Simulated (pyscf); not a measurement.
## Routes from HO–PH₂ (SMILES OP) + GaH₃ (SMILES [GaH3])

Candidate steps break at most two bonds and form at most two. Each was searched with GFN2-xTB (tblite) first. Optimised with ωB97X-D3(BJ)/def2-SVP in PySCF. Energies: ωB97M-D3(BJ)/def2-TZVP, kJ/mol, from the separated reactants, singlet surface; ΔG‡ with ideal gas, 1 atm, RRHO with modes under 100 cm⁻¹ raised to 100, one conformer, R ln 2 for chiral ones without a mode under 150 cm⁻¹.

```json
[
 {"products": "H₂P–O–GaH₂ + H₂", "type": "four-centre exchange", "ΔE‡": "39.3", "ΔE": "-53.9", "ΔG‡ 298 K": "75.0", "ΔG‡ 900 K": "156.7", "ν‡ (cm⁻¹)": "1328i"},
 {"products": "PH₃ + HO–GaH₂", "type": "four-centre exchange", "ΔE‡": "61.5", "ΔE": "-84.9", "ΔG‡ 298 K": "110.2", "ΔG‡ 900 K": "197.8", "ν‡ (cm⁻¹)": "602i"},
 {"products": "HO–PH–GaH₂ + H₂", "type": "four-centre exchange", "ΔE‡": "131.1", "ΔE": "-5.5", "ΔG‡ 298 K": "173.6", "ΔG‡ 900 K": "253.5", "ν‡ (cm⁻¹)": "384i"}
]
```

Row 1: On the reactant side the descent ends in an adduct with a Ga–O contact, 65.1 kJ/mol under the separated species and 94.1 kJ/mol under the saddle at ωB97X-D3(BJ)/def2-TZVP. Row 2: On the reactant side the descent ends in an adduct with a Ga–O contact, 61.3 kJ/mol under the separated species and 109.4 kJ/mol under the saddle at ωB97X-D3(BJ)/def2-TZVP. Row 3: On the reactant side the descent ends in an adduct with a Ga–O contact (not fully relaxed), 65.0 kJ/mol under the separated species and 186.0 kJ/mol under the saddle at ωB97X-D3(BJ)/def2-TZVP. On the product side the descent ends in an adduct with a Ga–O contact, 7.1 kJ/mol over the separated species and 138.5 kJ/mol under the saddle at ωB97X-D3(BJ)/def2-TZVP. 

Plain bond fissions and candidates not yet searched are not listed, and one of them may be faster. Each barrier is that of the saddle found; lower ones may exist. Elements up to Kr have no core potential and no relativistic terms here.
